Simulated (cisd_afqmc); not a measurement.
Input (AFQMC/CISD/cc-pVDZ; cisd_afqmc is a phaseless AFQMC code with CISD trial states that reads the integrals written by Ansatz):

Ansatz 0.2 input:
```python
import cisd_afqmc

open("ham.yaml", "w").write("""\
crystal:
  periodic: [false, false, false]
  atoms:
    - {symbol: C, position_ang: [0.68557570, 0.01996936, -0.04302839]}
    - {symbol: O, position_ang: [-0.67114813, -0.11794294, 0.00291587]}
    - {symbol: H, position_ang: [-1.09096757, 0.74480543, -0.08162056]}
    - {symbol: H, position_ang: [1.12524882, 0.98016746, 0.19378078]}
    - {symbol: H, position_ang: [1.22144963, -0.90124554, 0.12268310]}
basis:
  gaussian:
    orbitals: cc-pVDZ
magnetization: {spin_polarized: true, initial_magnetization: 1}
correlation: {method: ccsd, electrons: outside_noble_gas, hamiltonian_folder: ham}
""")
rep = cisd_afqmc.ansatz("ham.yaml")
e_ccsd = rep["correlation"]["coupled_cluster"]["energy"]["hartree"]
out = cisd_afqmc.run("ham", e_ccsd, trial="CISD", walkers=200, populations=8, threads=8, dt=0.005, steps=40, early=24, settle=10, least=32,
    cut=5e-5, rank_cut=2e-4, target=0.0004, seconds=1500, seed=1, memory=12960, gpu=False)
```

Output:

```
orbitals 41, occupied [7, 6], factors 232 of 388, rank of the doubles 237 of 448
E(HF) = -114.423755
E(CCSD) on the cut factors = -114.756634, shift to the whole factors -0.000011
Energy of the trial state on the determinant = -114.756654
  tau behind 7.2 of longer steps, mean of the populations' last blocks
   2.0  -114.76522
   4.0  -114.76568
   6.0  -114.76554
   8.0  -114.76509
blocks 379 (0 outliers left out), error by blocks joined: 1: 0.00017, 2: 0.00021, 4: 0.00024, 8: 0.00026, 16: 0.00027
E(AFQMC/CISD) = -114.76528 +/- 0.00027
```
